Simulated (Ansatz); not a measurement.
Process, species as SMILES: F[C](F)F → C atom + 3 F atom
B3LYP-D3(BJ)/def2-TZVP geometries, fixed; electronic energies without zero-point terms.
Largest species:
```xyz
4

C      0.0017    -0.0026     0.3251
F     -0.0171     1.2604    -0.0619
F      1.0990    -0.6148    -0.0830
F     -1.0831    -0.6438    -0.0717
```
Charge 0, spin multiplicity 2.

Effect of a fitting basis named in the input at r2SCAN/def2-TZVPP with Ansatz (an electronic-structure program), against the last row, where the atomisation energy is 354.48 kcal/mol. Open shells are unrestricted. The default fits or decomposes integrals by the program's own choice; accuracy: high also tightens integrals, grids and stops.

```json
[
 {"setting": "fitting: def2-SV(P)-JKFIT", "largest shift of a total energy (mEh)": "-0.069", "shift of the atomisation energy (kcal/mol)": "0.009"},
 {"setting": "fitting: def2-universal-JKFIT", "largest shift of a total energy (mEh)": "-0.069", "shift of the atomisation energy (kcal/mol)": "0.009"},
 {"setting": "fitting: cc-pVTZ-JKFIT", "largest shift of a total energy (mEh)": "-0.035", "shift of the atomisation energy (kcal/mol)": "0.016"},
 {"setting": "fitting: cc-pVQZ-JKFIT", "largest shift of a total energy (mEh)": "-0.009", "shift of the atomisation energy (kcal/mol)": "0.000"},
 {"setting": "fitting: cc-pV5Z-JKFIT", "largest shift of a total energy (mEh)": "-0.006", "shift of the atomisation energy (kcal/mol)": "-0.002"},
 {"setting": "fitting: def2-universal-JFIT", "largest shift of a total energy (mEh)": "-0.054", "shift of the atomisation energy (kcal/mol)": "-0.002"},
 {"setting": "accuracy: high", "largest shift of a total energy (mEh)": "0.001", "shift of the atomisation energy (kcal/mol)": "0.000"},
 {"setting": "accuracy: medium (default)", "largest shift of a total energy (mEh)": "0.000", "shift of the atomisation energy (kcal/mol)": "0.000"}
]
```

Within 0.02 kcal/mol in the atomisation energy: fitting: def2-SV(P)-JKFIT; fitting: def2-universal-JKFIT; fitting: cc-pVTZ-JKFIT; fitting: cc-pVQZ-JKFIT; fitting: cc-pV5Z-JKFIT; fitting: def2-universal-JFIT; accuracy: high. The largest shift is 0.069 mEh in a total energy and 0.016 kcal/mol in the difference.
